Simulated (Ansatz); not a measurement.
This Ansatz (a first-principles code) input (CCSD(T)/cc-pVTZ) gives -92.77971 Eh with 74 basis functions.

Ansatz 0.2 input:
```yaml
crystal:
  periodic: [false, false, false]
  atoms:
    - {symbol: C, position_ang: [-0.00000000, -0.00000000, -0.52559507]}
    - {symbol: N, position_ang: [0.00000000, 0.00000000, 0.68179640]}
    - {symbol: H, position_ang: [-0.00000000, -0.00000000, -1.61900441]}
basis:
  gaussian:
    orbitals: cc-pVTZ
total_charge: 1
magnetization: {spin_polarized: true, initial_magnetization: 1}
correlation: {method: ccsd_t, electrons: outside_noble_gas}
```

Change:
```diff
- orbitals: cc-pVTZ
+ orbitals: cc-pVQZ
```

### Question
What does the run give now?

### Answer
-92.80222 Eh (CCSD(T)/cc-pVQZ, 140 functions), a change of -22.51 mEh.
